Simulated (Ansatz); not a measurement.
Ansatz (an electronic-structure program) input (HF/3-21G): The .json file is the Basis Set Exchange's 3-21G.

Ansatz 0.2 input:
```yaml
crystal:
  periodic: [false, false, false]
  atoms:
    - {symbol: S, position_ang: [0.09266714, -0.00070264, 0.03940121]}
    - {symbol: H, position_ang: [-0.25039075, 1.02963563, -0.76531483]}
    - {symbol: H, position_ang: [-0.27186592, -1.03427182, -0.75161331]}
    - {symbol: H, position_ang: [-0.96041761, 0.01587845, 0.88650874]}
basis:
  gaussian:
    orbitals: 3-21G.json
hamiltonian:
  xc: {name: HF}
total_charge: 1
phonons: {temperatures: {t_min: 298.15, t_max: 298.15, t_step: 100}}
```

Question: Which harmonic wavenumbers does it give?

Answer: 1082, 1371, 1371, 2602, 2615, 2615 cm⁻¹ (unscaled; negative means imaginary).
